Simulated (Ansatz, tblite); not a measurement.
# The cluster TeAs2+: a ladder of methods and basis sets

How do method and basis change the picture of the cluster TeAs2+ (doublet)?

Method: as each input shows; program: Ansatz 0.2.0, Gaussian basis.

Plan: GFN1-xTB, GFN2-xTB, PBE-D4/def2-TZVP, r2SCAN-D4/def2-TZVP, r2SCANh-D4/def2-TZVP, BHLYP-D4/def2-TZVP, CAM-B3LYP-D4/def2-TZVP, LC-ωPBE/def2-TZVP, HF/def2-TZVP, PBE+5HF/def2-TZVP, PBE+10HF/def2-TZVP, PBE+15HF/def2-TZVP, PBE+35HF/def2-TZVP, PBE+50HF/def2-TZVP, PBE-D4/def2-SVP, PBE0-D4/def2-SVP, CCSD(T)/def2-SVP, MP2/def2-TZVP, RPA/def2-TZVP.

2 further runs of the same task are left out: 2 set aside as unsound or not needed.

## Step 1: The structure

The doublet was relaxed beforehand with PBE-D4/def2-TZVP. At that level it is the lowest of the isomers that a small search found.

3 atoms, charge 1, spin multiplicity 2.

Bond lengths: As1–As2 2.303 Å, As1–Te3 2.589 Å, As2–Te3 2.589 Å. Angles: As2–As1–Te3 63.6°, As1–As2–Te3 63.6°, As1–Te3–As2 52.8°.

Te takes a core potential in the def2 sets. No spin-orbit coupling is included. The ion is computed in the gas phase, without counter-ions or solvent.

PBE0-D4/def2-TZVP was run before; its log isn't repeated, and its numbers join the tables.

## Step 2: GFN1-xTB

Tight binding, by tblite at 300 K electronic temperature and without a spin-polarisation term:

```python
tblite.interface.Calculator('GFN1-xTB', numbers, positions, charge=1, uhf=1).singlepoint()
```

Energy -218.3570 eV; 0.004 s.

## Step 3: GFN2-xTB

Tight binding, by tblite at 300 K electronic temperature and without a spin-polarisation term:

```python
tblite.interface.Calculator('GFN2-xTB', numbers, positions, charge=1, uhf=1).singlepoint()
```

Energy -201.6529 eV; 0.003 s.

## Step 4: PBE-D4/def2-TZVP

start.molden holds the orbitals of an earlier run on this state, given as this run's starting guess.

File in.yaml:

```yaml
crystal:
  periodic: [false, false, false]
  atoms:
    - {symbol: As, position_ang: [-0.744500, -1.157993, 0.168189]}
    - {symbol: As, position_ang: [0.013762, 0.786745, 1.142044]}
    - {symbol: Te, position_ang: [0.730739, 0.371248, -1.310233]}
basis:
  gaussian: {orbitals: def2-TZVP, initial_orbitals: start.molden}
total_charge: 1
magnetization: {spin_polarized: true, initial_magnetization: 1}
hamiltonian: {xc: pbe, dispersion: d4}
scf: {omitted_lower_state_checks: [starts]}
output: {orbitals: {seedname: orbitals}}
```

On the command line:

```bash
$ ansatz run in.yaml --threads 2 --pin off --events-out ev --progress --plain --max-ram 4352MiB
```

After this run come: r2SCAN-D4/def2-TZVP; r2SCANh-D4/def2-TZVP; BHLYP-D4/def2-TZVP; CAM-B3LYP-D4/def2-TZVP; LC-ωPBE/def2-TZVP; HF/def2-TZVP; PBE+5HF/def2-TZVP; PBE+10HF/def2-TZVP; PBE+15HF/def2-TZVP; PBE+35HF/def2-TZVP; PBE+50HF/def2-TZVP; PBE-D4/def2-SVP; PBE0-D4/def2-SVP; CCSD(T)/def2-SVP; MP2/def2-TZVP; RPA/def2-TZVP.

Before running them: what should the planned runs give, taken together? Wanted: gap in def2-TZVP, named functionals and Hartree-Fock, smallest and largest; gap over the share of exact exchange; correlation energy, CCSD(T)/def2-SVP; correlation energy, MP2/def2-TZVP; ⟨S²⟩ in def2-TZVP, named functionals and Hartree-Fock, smallest and largest; PBE0 total energy, smallest basis above largest.

The runs gave:

| quantity | value |
| --- | --- |
| gap in def2-TZVP, named functionals and Hartree-Fock, smallest and largest | 0.82 eV (PBE-D4), 8.37 eV (HF) |
| gap over the share of exact exchange | 0.82 eV at 0, 4.32 eV at 0.5 |
| correlation energy, CCSD(T)/def2-SVP | -15.47 eV |
| correlation energy, MP2/def2-TZVP | -24.75 eV |
| ⟨S²⟩ in def2-TZVP, named functionals and Hartree-Fock, smallest and largest | 0.753, 1.285 |
| PBE0 total energy, smallest basis above largest | 15.40 eV (def2-SVP, def2-TZVP) |

What this shows: Orbital gaps of the named functionals and Hartree-Fock in def2-TZVP span 0.82 eV (PBE-D4) to 8.37 eV (HF); exact exchange widens it. Raising the share of exact exchange from 0 to 0.5 moves the HOMO by -1.95 eV and the LUMO by +1.56 eV. Over the named functionals and Hartree-Fock in def2-TZVP spin contamination reaches 0.53 (HF), so some levels may describe another state. Notes on CCSD(T)/def2-SVP: large T1 diagnostic, spin contamination.
